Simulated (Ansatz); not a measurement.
Species, as SMILES: N#N (N2).
Atoms: N1, N2. Bonds: N1-N2.

Basis-set convergence of the highest harmonic wavenumber at PBE with Ansatz (a program for electronic structure). Each level at its own minimum, finite differences of forces, unscaled; the reference is a large set that could be run, not a limit. Cartesian d functions, on some or all atoms, in 6-31+G*; all else is spherical. No added dispersion term, no relativity. Reference: the value in def2-QZVPPD, 2351 cm⁻¹, itself unsure by roughly 2 cm⁻¹ (its mean distance from pcseg-3, def2-QZVPP, cc-pVQZ). Deviations are taken from unrounded values.

| basis | functions |
|---|---|
| def2-SVP | 28 |
| 6-31+G* | 38 |
| def2-SVPD | 40 |
| 6-311+G** | 44 |
| 6-311++G(2d,2p) | 54 |
| def2-TZVPP | 62 |
| def2-TZVPPD | 74 |
| 6-311++G(3df,3pd) | 78 |
| def2-QZVPP | 114 |
| def2-QZVPPD | 126 |

Question: Which is the smallest set listed that can be trusted to 20 cm⁻¹ here, that is, within that of the reference together with its larger relatives (same family, alike in diffuse functions; a set with none to test it counts only in the reference's own line)?

Answer: The smallest set listed that lies within 20 cm⁻¹ of the reference with all its larger relatives (same family, alike in diffuse functions; a set with none counts only in the reference's own line) is 6-31+G* (38 functions, 7 cm⁻¹ off). Value minus reference: def2-SVP 43, 6-31+G* 7, def2-SVPD 42, 6-311+G** -1, 6-311++G(2d,2p) -14, def2-TZVPP 2, def2-TZVPPD 4, 6-311++G(3df,3pd) -2, def2-QZVPP -2, def2-QZVPPD 0 cm⁻¹.
